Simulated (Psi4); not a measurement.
Method: SAPT0/jun-cc-pVDZ, frozen core in Psi4.

Psi4 input:

```
molecule {
0 1
C 0.59184237 0.02895506 -0.08347430
C -0.59184452 -0.02894829 0.08347599
H 1.64291430 0.08035595 -0.23121872
H -1.64291215 -0.08036272 0.23121703
--
0 1
C -3.70519389 1.79232435 1.39939812
O -3.73673996 0.50605962 0.79692905
H -4.20693657 2.54880326 0.78581232
H -4.15456457 1.79218682 2.39868093
H -2.65631411 2.06916528 1.49523032
H -4.65418473 0.23315621 0.69963096
units angstrom
symmetry c1
no_reorient
no_com
}
set basis jun-cc-pvdz
set scf_type df
set freeze_core true
energy('sapt0')
```

Part of the output:

```
    SAPT Results
  --------------------------------------------------------------------------------------------------------
    Electrostatics                 -6.80345275 [mEh]      -4.26923106 [kcal/mol]     -17.86246275 [kJ/mol]
      Elst10,r                     -6.80345275 [mEh]      -4.26923106 [kcal/mol]     -17.86246275 [kJ/mol]

    Exchange                        4.47323673 [mEh]       2.80699843 [kcal/mol]      11.74448142 [kJ/mol]
      Exch10                        4.47323673 [mEh]       2.80699843 [kcal/mol]      11.74448142 [kJ/mol]
      Exch10(S^2)                   4.45875971 [mEh]       2.79791396 [kcal/mol]      11.70647200 [kJ/mol]

    Induction                      -1.38150617 [mEh]      -0.86690821 [kcal/mol]      -3.62714394 [kJ/mol]
      Ind20,r                      -1.50916048 [mEh]      -0.94701250 [kcal/mol]      -3.96230028 [kJ/mol]
      Exch-Ind20,r                  0.67258576 [mEh]       0.42205394 [kcal/mol]       1.76587368 [kJ/mol]
      delta HF,r (2)               -0.54493145 [mEh]      -0.34194965 [kcal/mol]      -1.43071733 [kJ/mol]

    Dispersion                     -1.93122355 [mEh]      -1.21186107 [kcal/mol]      -5.07042672 [kJ/mol]
      Disp20                       -2.17493993 [mEh]      -1.36479541 [kcal/mol]      -5.71030399 [kJ/mol]
      Exch-Disp20                   0.24371638 [mEh]       0.15293434 [kcal/mol]       0.63987727 [kJ/mol]
      Disp20 (SS)                  -1.08746996 [mEh]      -0.68239770 [kcal/mol]      -2.85515200 [kJ/mol]
      Disp20 (OS)                  -1.08746996 [mEh]      -0.68239770 [kcal/mol]      -2.85515200 [kJ/mol]
      Exch-Disp20 (SS)              0.13074406 [mEh]       0.08204313 [kcal/mol]       0.34326847 [kJ/mol]
      Exch-Disp20 (OS)              0.11297232 [mEh]       0.07089120 [kcal/mol]       0.29660880 [kJ/mol]

  Total HF                         -3.71172219 [mEh]      -2.32914084 [kcal/mol]      -9.74512527 [kJ/mol]
  Total SAPT0                      -5.64294574 [mEh]      -3.54100191 [kcal/mol]     -14.81555199 [kJ/mol]
```
